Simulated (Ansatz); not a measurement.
in.yaml

```yaml
crystal:
  periodic: [false, false, false]
  atoms:
    - {symbol: Cl, position_ang: [0.000000, 0.000000, -1.535667]}
    - {symbol: H, position_ang: [0.000000, 0.000000, 0.184333]}
    - {symbol: O, position_ang: [0.000000, 0.000000, 1.351333]}
basis:
  gaussian: {orbitals: cc-pVDZ}
magnetization: {spin_polarized: true, initial_magnetization: 2}
hamiltonian: {xc: {name: B3LYP}}
```

```sh
$ ansatz run in.yaml --threads 1 --pin off --events-out ev --progress --plain --max-ram 2393MiB
```

The program prints:

```
367 factors; integrals over basis functions are off by at most 1.5e-3 eV
mean field evaluation 1: about -14561.5087 eV, gradient 5.4e1 eV
mean field evaluation 2: about -14383.0625 eV, gradient 1.5e2 eV
mean field evaluation 4: about -14576.8866 eV, gradient 2.8e1 eV
mean field evaluation 8: about -14576.9050 eV, gradient 2.8e1 eV
mean field evaluation 16: about -14582.1008 eV, gradient 3.7e-2 eV
mean field evaluation 32: about -14582.1012 eV, gradient 1.6e-3 eV
mean field evaluation 64: about -14582.1008 eV, gradient 1.3e-6 eV
mean field -14582.10118500 eV, -535.8823344456 hartree, gradient 2.5e-6 eV, S^2 2.007255; 5 other end points of the search recorded, 0 dependent functions left out
reference -14582.10132826 eV, -535.8823397104 hartree; 14, 12 occupied and 23, 25 virtual orbitals, 367 factors
Total energy: -14582.10132826 eV, -535.8823397104 hartree
```

Ran on 1 thread of Intel Xeon Platinum 8175M, shared host: 6.5 s wall, 0.16 GiB peak host memory.
